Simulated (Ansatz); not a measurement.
# H₂O+ (doublet): correlated methods under varied settings at angle H2–O1–H3 = 137.1°

What do other methods and options give for H₂O+ (doublet) at this geometry, and how long do they take?

Computed with Ansatz 0.2.0, Gaussian basis. Level: the settings change from run to run.

11 further runs of the same task are left out: 3 for a mislabelled method, 5 that didn't finish, 3 set aside as unsound or not needed.

### 1 What is computed

The geometry derives from a PBE0/def2-TZVP stationary point (not a proven minimum). One angle is set to the value named; bond lengths are kept.

3 atoms, charge 1, spin multiplicity 2.

Atoms are counted from 1 here; the program's logs count them from 0.

Bond lengths: O1–H2 1.004 Å, O1–H3 1.004 Å. Angles: H2–O1–H3 137.1°.

### 2 NEVPT4(SD)(3,5)/def2-SVP

in.yaml

```yaml
crystal:
  periodic: [false, false, false]
  atoms:
    - {symbol: O, position_ang: [0.000000, -0.041076, 0.000000]}
    - {symbol: H, position_ang: [0.000000, 0.326005, -0.934280]}
    - {symbol: H, position_ang: [0.000000, 0.326005, 0.934280]}
basis:
  gaussian: {orbitals: def2-SVP}
total_charge: 1
magnetization: {spin_polarized: false, initial_magnetization: 1}
correlation: {method: fic_nevpt4_sd, electrons: all, active_space: {window: {electrons: 3, orbitals: 5}, states: [{multiplicity: 2, weights: [0.5, 1, 1]}]}}
scf: {lower_state_search: off}
```

Command:

```bash
$ ansatz run in.yaml --threads 1 --pin off --events-out ev --progress --plain --max-ram 2393MiB
```

What it wrote:

```text
Functional definition: HF
  name "HF"
  cite "Fock, Z. Phys. 61, 126 (1930) doi:10.1007/BF01340294"
  parent pbe
  exchange = exact_x
  correlation = 0
these checks for a lower state are left out or cut short: stability, starts, cluster_reference, orbital_swaps, neighbouring_geometries, increment
378 factors; integrals over basis functions are off by at most 1.9e-7 eV
mean field evaluation 1: about -2053.8308 eV, gradient 3.3e1 eV
mean field evaluation 2: about -2053.8297 eV, gradient 3.3e1 eV
mean field evaluation 4: about -2055.7918 eV, gradient 1.4e0 eV
mean field evaluation 8: about -2055.7984 eV, gradient 2.5e-4 eV
mean field -2055.79842610 eV, -75.5491986890 hartree, gradient 2.3e-6 eV, S^2 0.750000; 0 other end points of the search recorded, 0 dependent functions left out
reference -2055.79842610 eV, -75.5491986890 hartree; 5, 4 occupied and 19, 20 virtual orbitals, 378 factors
state -2056.14687409 eV, -75.5620039165 hartree
state -2055.35960482 eV, -75.5330723044 hartree
state -2043.82983973 eV, -75.1093612524 hartree
state -2056.14687409 eV, -75.5620039165 hartree; corrected -2060.56762586 eV, -75.7244635474 hartree
state -2055.35960482 eV, -75.5330723044 hartree; corrected -2059.72141519 eV, -75.6933658787 hartree
state -2043.82983973 eV, -75.1093612524 hartree; corrected -2048.40105477 eV, -75.2773503068 hartree
Total energy: -2055.36251315 eV, -75.5331791837 hartree
Checks for a lower state left out: stability, starts, cluster_reference, orbital_swaps, neighbouring_geometries, increment
```

Wall time 0.78 s (1 thread of Arm Neoverse V1, shared host).

From the report: 26 determinants; active occupations (of the averaged states) 1.39, 1.19, 0.40, 0.01, 0.01.

### 3 CCSD/cc-pVDZ

in.yaml

```yaml
crystal:
  periodic: [false, false, false]
  atoms:
    - {symbol: O, position_ang: [0.000000, -0.041076, 0.000000]}
    - {symbol: H, position_ang: [0.000000, 0.326005, -0.934280]}
    - {symbol: H, position_ang: [0.000000, 0.326005, 0.934280]}
basis:
  gaussian: {orbitals: cc-pVDZ}
total_charge: 1
magnetization: {spin_polarized: false, initial_magnetization: 1}
hamiltonian: {xc: {name: r2SCAN}}
correlation: {method: ccsd, electrons: outside_noble_gas}
```

The command is unchanged.

What it wrote (excerpt; [...] marks lines left out):

```text
Functional definition: r2SCAN
  name "r2SCAN"
  cite "Furness, Kaplan, Ning, Perdew & Sun, J. Phys. Chem. Lett. 11, 8208 (2020) doi:10.1021/acs.jpclett.0c02405"
  cite "Furness, Kaplan, Ning, Perdew & Sun, J. Phys. Chem. Lett. 11, 9248 (2020) doi:10.1021/acs.jpclett.0c03077"
  parent r2scan
[...]
215 factors; integrals over basis functions are off by at most 1.4e-3 eV
[...]
mean field -2065.95036705 eV, -75.9222756377 hartree, gradient 7.1e-6 eV, S^2 0.750000; 2 other end points of the search recorded, 0 dependent functions left out
[...]
1 core orbitals not correlated: weight in the atoms' cores, before any rotation towards them, 1.000 or more for the frozen orbitals, at most 0.000 for the correlated occupied ones
reference -2057.58217684 eV, -75.6147503196 hartree; 4, 3 occupied and 19, 20 virtual orbitals, 215 factors
second order -4.20858610 eV of doubles, -0.12561832 eV of singles
cycle   1  -4.63393882 eV  change   -3.0e-1 eV  update   3.0e-2
[...]
cycle   9  -4.74504907 eV  change    1.9e-7 eV  update   6.5e-6
Total energy: -2062.32722591 eV, -75.7891276568 hartree
```

Run time: 1.1 s. Hardware: 1 thread of Arm Neoverse V1, shared host.

From the report: correlation -4.7450 eV; T1 0.013; largest double amplitude 0.04. The orbitals are Kohn-Sham ones, so correlation energy and T1 don't compare with those on Hartree-Fock orbitals.

### 4 BCCD/6-31G*

Edit in.yaml of step 3 so:

```diff
@@ -7,3 +7,3 @@
 basis:
-  gaussian: {orbitals: cc-pVDZ}
+  gaussian: {orbitals: "6-31G*"}
 total_charge: 1
@@ -11,2 +11,2 @@
 hamiltonian: {xc: {name: r2SCAN}}
-correlation: {method: ccsd, electrons: outside_noble_gas}
+correlation: {method: bccd, electrons: outside_noble_gas}
```

The command is unchanged.

What it wrote (excerpt; [...] marks lines left out):

```text
Functional definition: r2SCAN
  name "r2SCAN"
  cite "Furness, Kaplan, Ning, Perdew & Sun, J. Phys. Chem. Lett. 11, 8208 (2020) doi:10.1021/acs.jpclett.0c02405"
  cite "Furness, Kaplan, Ning, Perdew & Sun, J. Phys. Chem. Lett. 11, 9248 (2020) doi:10.1021/acs.jpclett.0c03077"
  parent r2scan
[...]
189 factors; integrals over basis functions are off by at most 6.7e-4 eV
[...]
mean field -2065.49665266 eV, -75.9056019415 hartree, gradient 5.5e-6 eV, S^2 0.750000; 2 other end points of the search recorded, 0 dependent functions left out
[...]
1 core orbitals not correlated: weight in the atoms' cores, before any rotation towards them, 1.000 or more for the frozen orbitals, at most 0.000 for the correlated occupied ones
reference -2057.07662528 eV, -75.5961716425 hartree; 4, 3 occupied and 14, 15 virtual orbitals, 189 factors
second order -3.84654325 eV of doubles, -0.12244799 eV of singles
cycle   1  -4.27114027 eV  change   -3.0e-1 eV  update   3.1e-2
[...]
cycle   9  -4.38129552 eV  change    3.2e-6 eV  update   7.7e-6
Total energy: -2061.45792080 eV, -75.7571812831 hartree
```

Run time: 1.1 s. Hardware: 1 thread of Arm Neoverse V1, shared host.

From the report: correlation -4.3813 eV; largest double amplitude 0.05.

### 5 CCSD(T) on ROHF/cc-pVDZ

in.yaml

```yaml
crystal:
  periodic: [false, false, false]
  atoms:
    - {symbol: O, position_ang: [0.000000, -0.041076, 0.000000]}
    - {symbol: H, position_ang: [0.000000, 0.326005, -0.934280]}
    - {symbol: H, position_ang: [0.000000, 0.326005, 0.934280]}
basis:
  gaussian: {orbitals: cc-pVDZ}
total_charge: 1
magnetization: {spin_polarized: false, initial_magnetization: 1}
correlation: {method: ccsd_t, electrons: outside_noble_gas}
accuracy: high
scf: {omitted_lower_state_checks: [cluster_reference]}
```

Launched as before.

What it wrote (excerpt; [...] marks lines left out):

```text
Functional definition: HF
  name "HF"
  cite "Fock, Z. Phys. 61, 126 (1930) doi:10.1007/BF01340294"
  parent pbe
[...]
431 factors; integrals over basis functions are off by at most 3.5e-9 eV
[...]
mean field -2057.64320566 eV, -75.6169930872 hartree, gradient 1.1e-8 eV, S^2 0.750000; 6 other end points of the search recorded, 0 dependent functions left out
1 core orbitals not correlated: weight in the atoms' cores, before any rotation towards them, 1.000 or more for the frozen orbitals, at most 0.000 for the correlated occupied ones
reference -2057.64320566 eV, -75.6169930872 hartree; 4, 3 occupied and 19, 20 virtual orbitals, 431 factors
second order -4.16690137 eV of doubles, -0.08358808 eV of singles
cycle   1  -4.57786085 eV  change   -3.3e-1 eV  update   3.1e-2
[...]
cycle  19  -4.69729369 eV  change  -2.8e-10 eV  update  8.3e-10
perturbative correction -0.05869468 eV, -0.0021569897 hartree
Total energy: -2062.39919402 eV, -75.7917724359 hartree
Checks for a lower state left out: cluster_reference
```

Run time: 0.45 s. Hardware: 1 thread of Arm Neoverse V1, shared host.

From the report: correlation -4.7560 eV; T1 0.013; largest double amplitude 0.04.

### 6 CCSD on UHF/cc-pVDZ

in.yaml

```yaml
crystal:
  periodic: [false, false, false]
  atoms:
    - {symbol: O, position_ang: [0.000000, -0.041076, 0.000000]}
    - {symbol: H, position_ang: [0.000000, 0.326005, -0.934280]}
    - {symbol: H, position_ang: [0.000000, 0.326005, 0.934280]}
basis:
  gaussian: {orbitals: cc-pVDZ}
total_charge: 1
magnetization: {spin_polarized: true, initial_magnetization: 1}
correlation: {method: ccsd, electrons: all, diis_vectors: 12}
output: {forces: true}
```

Same command.

What it wrote (excerpt; [...] marks lines left out):

```text
Functional definition: HF
  name "HF"
  cite "Fock, Z. Phys. 61, 126 (1930) doi:10.1007/BF01340294"
  parent pbe
[...]
215 factors; integrals over basis functions are off by at most 1.4e-3 eV
[...]
mean field -2057.77055756 eV, -75.6216731835 hartree, gradient 1.4e-6 eV, S^2 0.757007; 6 other end points of the search recorded, 0 dependent functions left out
determinant -2057.77055756 eV, -75.6216731835 hartree, with singles and doubles -2062.38621425 eV, -75.7912954382 hartree
determinant -2056.90760892 eV, -75.5899604056 hartree, with singles and doubles -2061.50417382 eV, -75.7588810502 hartree
reference -2057.77055756 eV, -75.6216731835 hartree; 5, 4 occupied and 19, 20 virtual orbitals, 215 factors
second order -4.18160459 eV of doubles, -0.00000000 eV of singles
cycle   1  -4.61067121 eV  change   -1.6e-1 eV  update   1.4e-2
[...]
cycle  11  -4.62370863 eV  change    2.8e-7 eV  update   1.5e-7
[...]
Total energy: -2062.39426619 eV, -75.7915913414 hartree
Atom 0 at     0.000000    -0.041076     0.000000 Å, force    -0.000000    -2.221665     0.000000 eV/Å
Atom 1 at     0.000000     0.326005    -0.934280 Å, force     0.000000     1.110832     0.571689 eV/Å
Atom 2 at     0.000000     0.326005     0.934280 Å, force     0.000000     1.110832    -0.571689 eV/Å
Dipole moment:    -0.000000     0.321843    -0.000000 e Å
```

It took 0.66 s on 1 thread of Arm Neoverse V1, shared host.

From the report: ⟨S²⟩ of the determinant 0.757 (pure doublet: 0.75); correlation -4.6237 eV; T1 0.006; largest double amplitude 0.04.

### 7 NEVPT4(SD)(5,3)/6-31G

in.yaml

```yaml
crystal:
  periodic: [false, false, false]
  atoms:
    - {symbol: O, position_ang: [0.000000, -0.041076, 0.000000]}
    - {symbol: H, position_ang: [0.000000, 0.326005, -0.934280]}
    - {symbol: H, position_ang: [0.000000, 0.326005, 0.934280]}
basis:
  gaussian: {orbitals: 6-31G}
total_charge: 1
magnetization: {spin_polarized: false, initial_magnetization: 1}
correlation: {method: fic_nevpt4_sd, electrons: all, active_space: {window: {electrons: 5, orbitals: 3}}}
accuracy: high
```

Launched as before.

What it wrote (excerpt; [...] marks lines left out):

```text
Functional definition: HF
  name "HF"
  cite "Fock, Z. Phys. 61, 126 (1930) doi:10.1007/BF01340294"
  parent pbe
[...]
224 factors; integrals over basis functions are off by at most 2.5e-9 eV
[...]
mean field -2056.66543845 eV, -75.5810608050 hartree, gradient 1.4e-8 eV, S^2 0.750000; 6 other end points of the search recorded, 0 dependent functions left out
reference -2056.66543845 eV, -75.5810608050 hartree; 5, 4 occupied and 8, 9 virtual orbitals, 224 factors
state -2056.66543845 eV, -75.5810608050 hartree
state -2056.66543845 eV, -75.5810608050 hartree; corrected -2059.46405475 eV, -75.6839080572 hartree
WARN: 2 active orbitals are nearly empty or full. The corrections depend on them more than the energy does, and are more stable in an active space without them
Total energy: -2059.46405475 eV, -75.6839080572 hartree
```

It took 0.3 s on 1 thread of Arm Neoverse V1, shared host.

From the report: 1 determinant; active occupations 2.00, 2.00, 1.00. The report marks this result as in doubt.

### 8 BCCD on UHF/def2-mTZVP

in.yaml

```yaml
crystal:
  periodic: [false, false, false]
  atoms:
    - {symbol: O, position_ang: [0.000000, -0.041076, 0.000000]}
    - {symbol: H, position_ang: [0.000000, 0.326005, -0.934280]}
    - {symbol: H, position_ang: [0.000000, 0.326005, 0.934280]}
basis:
  gaussian: {orbitals: def2-mTZVP}
total_charge: 1
magnetization: {spin_polarized: true, initial_magnetization: 1}
correlation: {method: bccd, electrons: outside_noble_gas}
```

Same command.

What it wrote (excerpt; [...] marks lines left out):

```text
Functional definition: HF
  name "HF"
  cite "Fock, Z. Phys. 61, 126 (1930) doi:10.1007/BF01340294"
  parent pbe
[...]
284 factors; integrals over basis functions are off by at most 1.2e-3 eV
[...]
mean field -2058.24887943 eV, -75.6392511878 hartree, gradient 3.0e-6 eV, S^2 0.758101; 6 other end points of the search recorded, 0 dependent functions left out
determinant -2058.24887943 eV, -75.6392511878 hartree, with singles and doubles -2062.86217037 eV, -75.8087865027 hartree
determinant -2057.34547416 eV, -75.6060516566 hartree, with singles and doubles -2061.94241391 eV, -75.7749860765 hartree
1 core orbitals not correlated: weight in the atoms' cores, before any rotation towards them, 1.000 or more for the frozen orbitals, at most 0.000 for the correlated occupied ones
reference -2058.24887943 eV, -75.6392511878 hartree; 4, 3 occupied and 25, 26 virtual orbitals, 284 factors
second order -4.19229619 eV of doubles, -0.00000000 eV of singles
cycle   1  -4.60366182 eV  change   -8.0e-2 eV  update   8.3e-3
[...]
cycle   8  -4.60874138 eV  change   -2.1e-6 eV  update   2.1e-6
Total energy: -2062.85762081 eV, -75.8086193098 hartree
```

It took 0.57 s on 1 thread of Arm Neoverse V1, shared host.

From the report: ⟨S²⟩ of the determinant 0.758 (pure doublet: 0.75); correlation -4.6087 eV; largest double amplitude 0.03.

### 9 HF/cc-pVDZ

in.yaml

```yaml
crystal:
  periodic: [false, false, false]
  atoms:
    - {symbol: O, position_ang: [0.000000, -0.041076, 0.000000]}
    - {symbol: H, position_ang: [0.000000, 0.326005, -0.934280]}
    - {symbol: H, position_ang: [0.000000, 0.326005, 0.934280]}
basis:
  gaussian: {orbitals: cc-pVDZ}
total_charge: 1
magnetization: {spin_polarized: false, initial_magnetization: 1}
hamiltonian: {xc: hf}
output: {orbitals: {seedname: orbitals}}
```

Launched as before.

What it wrote:

```text
Functional definition: HF
  name "HF"
  cite "Fock, Z. Phys. 61, 126 (1930) doi:10.1007/BF01340294"
  parent pbe
  exchange = exact_x
  correlation = 0
215 factors; integrals over basis functions are off by at most 1.4e-3 eV
mean field evaluation 1: about -2055.6735 eV, gradient 3.3e1 eV
mean field evaluation 2: about -2055.6728 eV, gradient 3.3e1 eV
mean field evaluation 4: about -2057.6363 eV, gradient 1.4e0 eV
mean field evaluation 8: about -2057.6432 eV, gradient 2.8e-4 eV
mean field evaluation 16: about -2057.3569 eV, gradient 8.8e-1 eV
mean field evaluation 32: about -2056.3996 eV, gradient 1.4e1 eV
mean field -2057.64320567 eV, -75.6169930879 hartree, gradient 1.7e-5 eV, S^2 0.750000; 3 other end points of the search recorded, 0 dependent functions left out
reference -2057.64320567 eV, -75.6169930879 hartree; 5, 4 occupied and 19, 20 virtual orbitals, 215 factors
Total energy: -2057.64320567 eV, -75.6169930879 hartree
```

Run time: 0.09 s. Hardware: 1 thread of Arm Neoverse V1, shared host.

### 10 CASSCF(5,7)/def2-SVP

Edit in.yaml of step 9 so:

```diff
@@ -7,6 +7,6 @@
 basis:
-  gaussian: {orbitals: cc-pVDZ}
+  gaussian: {orbitals: def2-SVP}
 total_charge: 1
 magnetization: {spin_polarized: false, initial_magnetization: 1}
-hamiltonian: {xc: hf}
-output: {orbitals: {seedname: orbitals}}
+correlation: {active_space: {window: {electrons: 5, orbitals: 7}, states: [{multiplicity: 2, weights: [1, 0.5]}]}}
+output: {forces: true}
```

Same command.

What it wrote (excerpt; [...] marks lines left out):

```text
Functional definition: HF
  name "HF"
  cite "Fock, Z. Phys. 61, 126 (1930) doi:10.1007/BF01340294"
  parent pbe
[...]
378 factors; integrals over basis functions are off by at most 1.9e-7 eV
[...]
mean field -2055.79842610 eV, -75.5491986890 hartree, gradient 2.3e-6 eV, S^2 0.750000; 6 other end points of the search recorded, 0 dependent functions left out
reference -2055.79842610 eV, -75.5491986890 hartree; 5, 4 occupied and 19, 20 virtual orbitals, 378 factors
state -2057.50808539 eV, -75.6120275091 hartree
state -2056.64547127 eV, -75.5803270248 hartree
[...]
WARN: the results are in doubt because the forces break the atoms' symmetry
Total energy: -2057.22054735 eV, -75.6014606810 hartree
Atom 0 at     0.000000    -0.041076     0.000000 Å, force     0.000000    -0.641734     0.563158 eV/Å
Atom 1 at     0.000000     0.326005    -0.934280 Å, force    -0.000000     0.431500     0.139714 eV/Å
Atom 2 at     0.000000     0.326005     0.934280 Å, force    -0.000000     0.210234    -0.702873 eV/Å
Dipole moment:     0.000000     0.307987     0.013478 e Å
In doubt: the forces break the atoms' symmetry
```

It took 8.5 s on 1 thread of Arm Neoverse V1, shared host.

From the report: 735 determinants; active occupations (of the averaged states) 1.98, 1.65, 1.33, 0.02, 0.01, 0.01, 0.00. The program marks this result as in doubt; its last lines say why.

### 11 The runs in one table

Where basis and cores are those of an earlier FCI/cc-pVDZ run (-2062.4117 eV), and the state is the same kind, the miss against it is given. † marks a result that the program doubts.

```tsv
level	correlated	functions	energy (eV)	from FCI (meV)	time
NEVPT4(SD)(3,5)/def2-SVP (mean of several states)	all	24	-2055.3625		0.78 s
CCSD/cc-pVDZ (on r2SCAN orbitals)	outside noble gas	24	-2062.3272	84.5	1.1 s
BCCD/6-31G* (on r2SCAN orbitals)	outside noble gas	19	-2061.4579		1.1 s
CCSD(T) on ROHF/cc-pVDZ	outside noble gas	24	-2062.3992	12.5	0.45 s
CCSD on UHF/cc-pVDZ	all	24	-2062.3943		0.66 s
NEVPT4(SD)(5,3)/6-31G †	all	13	-2059.4641		0.3 s
BCCD on UHF/def2-mTZVP	outside noble gas	30	-2062.8576		0.57 s
HF/cc-pVDZ		24	-2057.6432	4768.5	0.09 s
CASSCF(5,7)/def2-SVP (mean of several states) †		24	-2057.2205		8.5 s
```

### 12 Results

| quantity | value |
| --- | --- |
| runs | 9 |
| quickest | HF/cc-pVDZ, 0.09 s |
| slowest | CASSCF(5,7)/def2-SVP (mean of several states) †, 8.5 s |

In words: Total energies in different bases, with other cores or another treatment of relativity can't be set against each other. CASSCF(5,7)/def2-SVP (mean of several states) † took 95 times as long as HF/cc-pVDZ; the jobs differ in more than the method. Among the correlated runs with a miss given, it spans +13 to +84 meV. Hartree-Fock, CASSCF and CASCI lack dynamic correlation by design. Cores frozen from Kohn-Sham orbitals shift the total energy.
